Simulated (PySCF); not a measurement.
One molecule, one basis, several functionals.

Species: C3H8S2.
Bonds: C1–C2, C2–S3, S3–S4, S4–C5. Hydrogens: H6, H7, H8 on C1; H9, H10 on C2; H11, H12, H13 on C5.

Torsions of this conformer, `[CH3:1][CH2:2][S:3][S:4][CH3:5]`: C1–C2–S3–S4 -63°, C2–S3–S4–C5 -86°.

PySCF, pcSseg-1 basis, density fitting, gas phase, PBE0-D3(BJ)/def2-SVP geometry. One functional is left out:

| functional | exact exchange (%) | HOMO energy (eV) | LUMO energy (eV) | dipole moment (D) |
| --- | --- | --- | --- | --- |
| B97-D | 0 | -5.55 | -1.19 | 2.129 |
| BLYP | 0 | -5.40 | -1.10 | 2.031 |
| BP86 | 0 | -5.68 | -1.38 | 2.167 |
| LDA | 0 | -5.68 | -1.49 | 2.206 |
| OPBE | 0 | -5.58 | -1.20 | 2.216 |
| PBE | 0 | -5.57 | -1.27 | 2.136 |
| B3LYP | 20 | -6.54 | -0.47 | 2.134 |
| B97-2 | 21 | -6.55 | -0.34 | 2.234 |
| PBE0 | 25 | -6.79 | -0.28 | 2.250 |
| BHandHLYP | 50 | -7.86 | 0.88 | 2.237 |

Q: Predict the row of mPW1PW91 (25 % exact exchange) by straight lines through the other rows, and check it.

A: 
```json
{"property": "HOMO energy (eV)", "line": "-6.74", "computed": "-6.82", "computed − line": "-0.08", "PBE0 (25 %), for comparison": "-6.79"}
{"property": "LUMO energy (eV)", "line": "-0.21", "computed": "-0.30", "computed − line": "-0.09", "PBE0 (25 %), for comparison": "-0.28"}
{"property": "dipole moment (D)", "line": "2.202", "computed": "2.254", "computed − line": "+0.052", "PBE0 (25 %), for comparison": "2.250"}
```

Q: Which of these properties follows the share of exact exchange most closely, and which least?

A: Most closely the HOMO energy, least the dipole moment; the correlations over the tabulated rows are HOMO energy -0.995, LUMO energy 0.989, dipole moment 0.527. The HOMO energy moves by -0.462 eV for every 10 %. Functionals with the same share still differ in their other parts: at 0 % BLYP and BP86 differ by 0.28 eV in it.
